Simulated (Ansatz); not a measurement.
System: SiH4, charge 0, singlet. SiH4 (silane, SMILES [SiH4]).
B3LYP-D3(BJ)/def2-TZVP minimum from Ansatz (a program for electronic structure):
```
Si
H 1 1.4803
H 1 1.4803 2 109.47
H 1 1.4803 2 109.47 3 -120.00
H 1 1.4803 2 109.47 4 -120.00
```

Property: atomisation energy (electronic, to ground-state atoms), in kcal/mol. Open shells are spin-unrestricted; no spin-orbit coupling. CBS(X,Y): correlation extrapolated as X^-3, Hartree-Fock from the larger set (Q,5: extrapolated as (X+1)exp(-9√X)). A bracket is a step between two methods taken in the basis named. The functionals are non-relativistic, so their misses hold any scalar relativity. Double hybrids freeze cores in their MP2 part. '+ core + X2C': CCSD(T) terms for core correlation (cc-pwCVTZ, 1s frozen past Ne) and scalar relativity (cc-pVTZ-DK). For partners of very few electrons the exact lower level stands in for a higher one.

CCSD(T)/CBS(cc-pV(Q+d)Z,cc-pV(5+d)Z) + [CCSDT(Q) - CCSD(T)]/cc-pV(T+d)Z + [CCSDTQ - CCSDT(Q)]/cc-pV(D+d)Z + core + X2C (Ansatz) gives 323.9 kcal/mol.

### Question
How far off this value is PBE/def2-TZVPD (Ansatz), in which direction, and which of these levels come nearer: r2SCAN/def2-TZVPD, B3LYP/def2-TZVPD, wB97M-V/def2-TZVPD, B2PLYP/def2-TZVPD, CCSD(T)/CBS(cc-pV(Q+d)Z,cc-pV(5+d)Z) + core + X2C?

### Answer
PBE gives 313.5 kcal/mol, 10.4 kcal/mol below it. Differences of the others: r2SCAN/def2-TZVPD (Ansatz) -2.4; B3LYP/def2-TZVPD (Ansatz) -0.2; wB97M-V/def2-TZVPD (Ansatz) 0.1; B2PLYP/def2-TZVPD (Ansatz) -4.8; CCSD(T)/CBS(cc-pV(Q+d)Z,cc-pV(5+d)Z) + core + X2C (Ansatz) 0.0 kcal/mol. Nearer than PBE: r2SCAN/def2-TZVPD, B3LYP/def2-TZVPD, wB97M-V/def2-TZVPD, B2PLYP/def2-TZVPD, CCSD(T)/CBS(cc-pV(Q+d)Z,cc-pV(5+d)Z) + core + X2C.
